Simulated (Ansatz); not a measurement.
A calculation with Ansatz (development build ahead of 0.2.0).

```yaml
crystal:
  periodic: [false, false, false]
  atoms:
    - { symbol: "N", position_ang: [0.0, 0.0, 0.0] }
    - { symbol: P, position_ang: [0.87019, 1.16026, 2.51203] }
basis:
  gaussian: { orbitals: STO-3G }
total_charge: -1
magnetization:
  initial_magnetization: 1
hamiltonian:
  xc: hf
correlation:
  method: fci
  frozen_orbitals: { "N": 1, P: 5 }
```

The input is written out in the form of the current development build from the run's settings.

Output:

| Quantity | Value |
| --- | --- |
| Converged | yes |
| Total energy | -390.27463 hartree |
| State | lowest doublet root, of any spatial symmetry |

Caution: no diffuse functions for an anion.
